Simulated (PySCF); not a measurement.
Magnetisability: `InChI=1S/C3H3NS/c1-2-4-5-3-1/h1-3H`

Geometry:
| atom | x (Å) | y (Å) | z (Å) |
| --- | --- | --- | --- |
| C1 | -0.339 | -0.645 | -0.189 |
| C2 | 1.061 | -0.492 | 0.021 |
| N3 | 1.507 | 0.735 | 0.158 |
| S4 | 0.239 | 1.792 | 0.039 |
| C5 | -0.946 | 0.585 | -0.202 |
| H6 | -0.853 | -1.597 | -0.320 |
| H7 | 1.777 | -1.317 | 0.075 |
| H8 | -2.002 | 0.817 | -0.340 |

Method: PySCF, GIAO B3LYP/pcseg-1 magnetisability, rotational g tensor and spin-rotation constants, non-relativistic, gas phase. Geometry: PBE0-D3(BJ)/def2-SVP.

(1) How diamagnetic is it, and how anisotropic?

(2) Split it along the inertial axes a, b, c into diamagnetic and paramagnetic parts about the centre of mass, with the quadrupole moment.

(3) And the rotational g tensor?

Answers

(1) Isotropic -854 × 10⁻³⁰ J/T², or -51.4 × 10⁻⁶ cm³/mol; principal values -1441, -576, -545 × 10⁻³⁰ J/T², anisotropy 881 × 10⁻³⁰ J/T² (root of half the summed squared differences of the principal values). The susceptibility is in cgs units.

(2) 
| axis | χ (10⁻⁶ cm³/mol) | diamagnetic (10⁻⁶ cm³/mol) | paramagnetic (10⁻⁶ cm³/mol) | summed x² of all electrons (Å²) | quadrupole Θ (D Å) |
| --- | --- | --- | --- | --- | --- |
| a | -32.8 | -214.1 | 181.3 | 54.8 | +4.82 |
| b | -34.7 | -266.6 | 231.9 | 42.4 | -0.35 |
| c | -86.8 | -412.5 | 325.7 | 8.0 | -4.47 |

Anisotropies 2χaa − χbb − χcc = +55.8 and 2χbb − χaa − χcc = +50.3 × 10⁻⁶ cm³/mol. Θ is traceless in Buckingham's convention.

(3) 
```tsv
axis	rotational constant (GHz)	g	nuclear part	electronic part
a	8.2753	-0.1280	0.5768	-0.7048
b	5.8219	-0.0767	0.5576	-0.6343
c	3.4176	+0.0425	0.5655	-0.5230
```
Asymmetric top; isotopes 12C, 1H, 14N, 32S; no vibrational averaging.
